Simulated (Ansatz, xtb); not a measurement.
## C6H6: which of two isomers lies lower

Structure X is `C#CCC#CC`, a singlet and structure Y is `C#CC#CCC`, a singlet. Both are isolated molecules in the gas phase, relaxed with B3LYP-D3(BJ)/def2-SVP.

Quicker runs give these differences E(Y) − E(X): GFN2-xTB −10.2 kJ/mol; HF/STO-3G −23.6 kJ/mol (at GFN2-xTB geometries); r2SCAN-D4/def2-SVP −41.2 kJ/mol (at GFN2-xTB geometries).

Question: Estimate E(Y) − E(X) at the level CCSD(T)/def2-SVP + ΔMP2/def2-TZVPP.

Answer: Calculated at CCSD(T)/def2-SVP + ΔMP2/def2-TZVPP: E(Y) − E(X) = −21.4 kJ/mol, so structure Y lies lower.

The same difference at several levels:

```
                             level               geometry  E(Y) − E(X) (kJ/mol)  departure from the last row (kJ/mol)  job, with rough time for the two
                          GFN2-xTB               GFN2-xTB                   −10.2                                 +11.2              optimisation, 0.16 s
                         HF/STO-3G               GFN2-xTB                   −23.6                                  −2.2              single point, 0.36 s
                r2SCAN-D4/def2-SVP               GFN2-xTB                   −41.2                                 −19.8               single point, 4.6 s
             B3LYP-D3(BJ)/def2-SVP  B3LYP-D3(BJ)/def2-SVP                   −35.2                                 −13.8                optimisation, 40 s
                       HF/def2-SVP  B3LYP-D3(BJ)/def2-SVP                   −10.3                                 +11.1           part of the CCSD(T) run
                      MP2/def2-SVP  B3LYP-D3(BJ)/def2-SVP                   −30.6                                  −9.2           part of the CCSD(T) run
                  CCSD(T)/def2-SVP  B3LYP-D3(BJ)/def2-SVP                   −24.4                                  −3.0                      single point
CCSD(T)/def2-SVP + ΔMP2/def2-TZVPP  B3LYP-D3(BJ)/def2-SVP                   −21.4                                                      single point, 53 s
```

As drawn, both hold the same kinds of bond in the same numbers.

None of the levels shown reverses the order. The largest departure from CCSD(T)/def2-SVP + ΔMP2/def2-TZVPP is that of r2SCAN-D4/def2-SVP, 19.8 kJ/mol. The last row adds to CCSD(T) the change of the MP2 difference between the two basis sets, here +3.0 kJ/mol.

With thermal terms from frequencies at re-optimised GFN2-xTB minima (ideal gas, soft modes damped towards free rotors, one conformer each, 298.15 K, 1 atm): on the last row, ΔE + ΔZPE = −19.1, ΔH = −19.9, ΔG = −16.5 kJ/mol.

The correlated steps freeze 6 core orbitals. Codes used: Ansatz 0.2.0, xtb 6.7.1; the last row on 2 threads of Arm Neoverse V1 on a shared host.
